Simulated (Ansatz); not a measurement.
For rock-salt PbS, r²SCAN-D4 (PAW; Ansatz, a first-principles code) gives:

- lattice parameter a = 5.950 Å
- cohesive energy = 3.68 eV/atom
- band gap = 0.65 eV

What does r²SCANh in Ansatz (PAW) give for the same quantities?


- lattice constant a: 5.968 Å (grows by 0.3 %)
- cohesive energy: 3.47 eV/atom (shrinks by 0.21 eV/atom)
- band gap: 1.05 eV (goes up by 0.40 eV)

For comparison: lattice constant a 5.914 Å (measured, 120 K, no zero-point or thermal correction; as tabulated in Noda, Masumoto, Ohba, Saito, Toriumi, Iwata, Shibuya, Acta Cryst. C 43, 1443 …); band gap 0.37 eV (measured, temperature not stated, not corrected to a static lattice; as tabulated in Wikipedia's data pages).

Changes are worked out from the printed values.

Unless a cell is named, each level is at its own relaxed cell (r²SCAN-D4 26.33, r²SCANh 26.57 Å³/atom).

Levels without +SOC leave out spin–orbit coupling, which shifts energies and cells of such heavy elements.

Levels without +SOC have no spin–orbit coupling; where heavier elements are present it shifts gaps, mostly down, and can invert bands. Density-functional gaps are differences of (generalised) Kohn–Sham levels.

Ansatz's density-functional and Hartree–Fock values are scalar-relativistic unless marked +SOC, with PAW data made under PBE.
